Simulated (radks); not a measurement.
# N⁴⁺ in 1s1 2s1 3s1: an all-electron calculation

Aim: the levels, the sizes of the orbitals and the parts of the energy of the nitrogen ion N4+.

Method: non-relativistic Kohn-Sham, HCTH/407, spin-polarised, spherical densities, point nucleus; open shells are filled with parallel spins first. Code: radks (a radial shooting solver on a logarithmic mesh, Libxc functionals) version 1.

### 1 What is computed

| Item | Value |
| --- | --- |
| element | nitrogen (Z = 7) |
| charge | +4 |
| electrons | 3 |
| configuration | 1s1 2s1 3s1 |

The outer shells:

N⁴⁺
```
1s [↑ ]
2s [↑ ]
3s [↑ ]
```

### 2 The run

Settings of this run:

```text
Z 7
configuration 1s1 2s1 3s1 2p0 4s0 3d0 4f0
relativity non-relativistic
functional hcth_407
spin polarised
nucleus point
```

**Question.** What will this run give?

**Answer**, as computed:

| quantity | value |
| --- | --- |
| total energy | -30.99187 hartree |
| exchange-correlation share of it | 9.86 % |
| −T/E | 0.9982 |
| highest occupied level | 3s up, -41.608 eV |
| most extended occupied level | 3s up, <r> = 2.30 bohr |
| radius at density 0.001 e/bohr³ | 3.43 bohr |
| maxima of the radial density | 3 |

**Reading.** The radial density shows 3 maxima for 3 occupied principal shells. The ratio −T/E is 0.9982; for a non-relativistic Coulomb system it is 1 up to the kinetic part of correlation. This is not the tabulated ground configuration, so its levels and sizes aren't those of the ground state, and no measured value stands beside it.
